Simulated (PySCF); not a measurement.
C3H6. Atoms are numbered in the order given.

```xyz
9

C     -0.1625     1.2306     0.0000
C      0.4564    -0.1356     0.0000
C     -0.2221    -1.2749     0.0000
H      0.1523     1.8006     0.8796
H      0.1523     1.8006    -0.8796
H     -1.2529     1.1705     0.0000
H      1.5446    -0.1709     0.0000
H     -1.3086    -1.2858     0.0000
H      0.2812    -2.2356     0.0000
```
Charge 0, spin multiplicity 1.

Geometry optimised at ωB97X-D3(BJ)/def2-TZVP.

Calculation: PBE/def2-TZVPD run with PySCF.

The molecule is in vacuum.

Computed frontier levels, gap, dipole moment and polarisability:
```yaml
highest_occupied_level: -6.27 eV
lowest_empty_level: -0.66 eV
orbital_gap: 5.61 eV
dipole_moment: 0.43 D
quadrupole, principal values (traceless, Buckingham form, about the centre of nuclear charge): -2.52, 0.96, 1.57 D·Å
mean_static_polarisability: 41.3 bohr³ (6.13 Å³)
polarisability_principal_values: 32.6, 38.6, 52.8 bohr³
```
